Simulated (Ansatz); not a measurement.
Input file:

```yaml
crystal:
  periodic: [false, false, false]
  atoms:
    - {symbol: C, position_ang: [-0.124970, 0.000000, 0.000000]}
    - {symbol: H, position_ang: [-0.488176, 1.027301, 0.000000]}
    - {symbol: H, position_ang: [-0.488176, -0.513650, 0.889668]}
    - {symbol: H, position_ang: [-0.488176, -0.513650, -0.889669]}
    - {symbol: H, position_ang: [0.964647, 0.000000, 0.000000]}
    - {symbol: H, position_ang: [1.989030, 0.000000, 0.000000]}
basis:
  gaussian: {orbitals: 6-31G}
magnetization: {spin_polarized: false, initial_magnetization: 1}
correlation: {active_space: {window: {electrons: 1, orbitals: 10}}}
accuracy: high
```

```sh
$ ansatz run in.yaml --threads 1 --pin off --events-out ev --progress --plain --max-ram 2393MiB
```

Log:

```
468 factors; integrals over basis functions are off by at most 2.9e-9 eV
mean field evaluation 1: about -1104.8774 eV, gradient 1.5e1 eV
mean field evaluation 2: about -1104.8736 eV, gradient 1.5e1 eV
mean field evaluation 4: about -1105.7811 eV, gradient 2.2e0 eV
mean field evaluation 8: about -1105.8268 eV, gradient 7.5e-3 eV
mean field -1105.82682942 eV, -40.6383864248 hartree, gradient 1.3e-8 eV, S^2 0.750000; 0 other end points of the search recorded, 0 dependent functions left out
reference -1105.82682942 eV, -40.6383864248 hartree; 6, 5 occupied and 13, 14 virtual orbitals, 468 factors
state -1105.82682942 eV, -40.6383864248 hartree
Total energy: -1105.82682942 eV, -40.6383864248 hartree
```

Ran on 1 thread of Arm Neoverse V1, shared host: 0.33 s wall, 0.13 GiB peak host memory.
